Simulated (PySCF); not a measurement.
hydrazine (H4N2), SMILES NN. Atoms are numbered in the order given.

```xyz
6

N      0.7083     0.0978     0.0736
N     -0.7083    -0.0978     0.0736
H      1.1441    -0.7816     0.3186
H      1.0600     0.3861    -0.8341
H     -1.1441     0.7816     0.3186
H     -1.0600    -0.3861    -0.8341
```
Charge 0, spin multiplicity 1.

Coordinates come from a B3LYP-D3(BJ)/def2-TZVP optimisation.

Two levels are set side by side: PBE/pcSseg-2 (PySCF) and B3LYP/pcSseg-2 (PySCF). GIAO shifts against NH3 (¹⁵N), TMS (¹H) at the same level; non-relativistic, no solvent, atoms listed together averaged. Differences are taken from unrounded values.

```tsv
quantity	PBE
δ(¹⁵N) of N1, N2 (ppm)	68.9
δ(¹H) of H3, H4, H5, H6 (ppm)	2.82
```

Q: These are the PBE values. What does B3LYP give? (Estimate from the structure and the level; the computed values follow.)

A: 
| quantity | B3LYP | PBE minus B3LYP |
|---|---|---|
| δ(¹⁵N) of N1, N2 (ppm) | 66.4 | 2.5 |
| δ(¹H) of H3, H4, H5, H6 (ppm) | 2.82 | 0.00 |

Rough cost on one machine, each run with all the roots and properties that it gave: B3LYP against PBE within a factor of 2.
